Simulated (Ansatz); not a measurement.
## [OH···H···O], triplet: reading a ladder of total energies

Geometry: a point of a hydrogen-transfer path between rigid fragments, not a stationary point.

```xyz
4

O    -1.0764   -0.0275    0.0000
H    -1.3257    0.8991    0.0000
H     0.0846   -0.0275    0.0000
O     1.1546   -0.0275    0.0000
```

Basis cc-pVDZ; Ansatz 0.2.0. Correlated methods freeze the noble-gas cores, which leaves 14 electrons in 36 orbitals. Prefix R: restricted or restricted open-shell reference; prefix U: unrestricted.

Full CI isn't at hand for all of this; UCCSDT(Q) serves as the reference, and is uncertain by about the last step of the cluster series.

Runs differ by some tens of microhartree through their thresholds and, for an open shell, their frozen cores, so steps under 0.03 kcal/mol mean nothing.

```
    level  total energy (hartree)
      UHF             -150.750462
     UMP2             -151.072681
    UCCSD             -151.101468
 UCCSD(T)             -151.107729
   UCCSDT             -151.108572
UCCSDT(Q)             -151.109431
```

**Question.** What is the correlation energy at UCCSDT(Q), and what share of it do UMP2 and UCCSDT recover?

**Answer.** E(corr) = -151.109431 − (-150.750462) = -0.358969 hartree = -9.768 eV. UMP2: -0.322219 / -0.358969 = 89.76 %. UCCSDT: -0.358110 / -0.358969 = 99.76 %.

**Question.** By how many kcal/mol does UCCSD(T) miss UCCSDT(Q) (1 hartree = 627.509 kcal/mol), and which steps make up the rest?

**Answer.** -151.107729 − (-151.109431) = 0.001702 hartree = 1.07 kcal/mol. Steps: UCCSDT − UCCSD(T) = -0.53, UCCSDT(Q) − UCCSDT = -0.54 kcal/mol. Differences between like states or geometries often cancel part of this.
